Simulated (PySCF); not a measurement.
Series X–O+ and X–S+, computed as singlets and as triplets. Isolated molecules, 0 K electronic values unless said otherwise. Strings in code marks are SMILES.

Level of theory: B3LYP-D3(BJ)/def2-TZVP in PySCF 2.14.0. B3LYP has the VWN-RPA correlation part, as in Gaussian. 

```tsv
species	highest occupied spin orbital (eV)
O, X = cyano, multiplicity 3 (`N#C[O+]` (lower triplet))	___
O, X = boryl, multiplicity 1 (`[O+]B` (lower singlet))	–
O, X = boryl, multiplicity 3 (`B[O+]` (excited triplet))	-18.15
S, X = H, multiplicity 3 (`[SH+]` (lower triplet))	-18.38
S, X = amino, multiplicity 3 (`N[S+]` (excited triplet))	-14.11
S, X = cyano, multiplicity 3 (`N#C[S+]` (lower triplet))	-16.89
S, X = ethynyl, multiplicity 3 (`C#C[S+]` (lower triplet))	-14.85
S, X = isocyano, multiplicity 3 (`[S+][N+]#[C-]` (lower triplet))	-16.13
```

Problem. Complete the blanks.

Solution. 
- O, X = cyano, multiplicity 3 (`N#C[O+]` (lower triplet)), highest occupied spin orbital (eV): -19.76
